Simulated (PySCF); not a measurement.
# C2H6OS: the cost of one run

Computed with PySCF 2.14.0, with density-fitted response routines of our own, on a single molecule in the gas phase. Atoms count from 0, in the outputs and in this text.

## (1) Starting geometry

10 atoms, charge 0, multiplicity 1; geometry from: MMFF94s. The atoms were then displaced at random by about 0.03 Å, so the start is not that level's minimum.

Bonds of the start (Å): C0–S1 1.71, S1–C2 1.78, S1–O3 1.47, C0–H4 1.13, C0–H5 1.12, C0–H6 1.15, C2–H7 1.11, C2–H8 1.16, C2–H9 1.05.

## (2) Geometry optimisation at PBE0-D3(BJ)/def2-SVP

Job settings and geometry (Å):

```
{"job": {"xc": "PBE0", "basis": "def2-SVP", "d3": "d3bj", "grid": 1, "shake": 0.03, "kind": "geom"}, "charge": 0, "multiplicity": 1}
C     -1.208420     0.069470    -0.449210
S     -0.094240    -1.039310     0.222970
C      1.292170     0.068440     0.078500
O     -0.296420    -1.180570     1.675650
H     -2.267600    -0.336940    -0.482340
H     -1.004750     0.397370    -1.498910
H     -1.260590     1.051530     0.141290
H      1.215640     1.007560     0.656250
H      2.218920    -0.421630     0.575420
H      1.529940     0.307330    -0.915200
```

The run is started by

```console
$ OMP_NUM_THREADS=1 python probes_run.py task.json out
```

The driver reads the jobs from task.json and runs them one after another.

**Question.** How long does this first job take on 1 thread of Intel Xeon Platinum 8259CL at 2.50GHz, shared host, and how much memory does it need?

About 22 s, with a peak of 0.38 GiB.
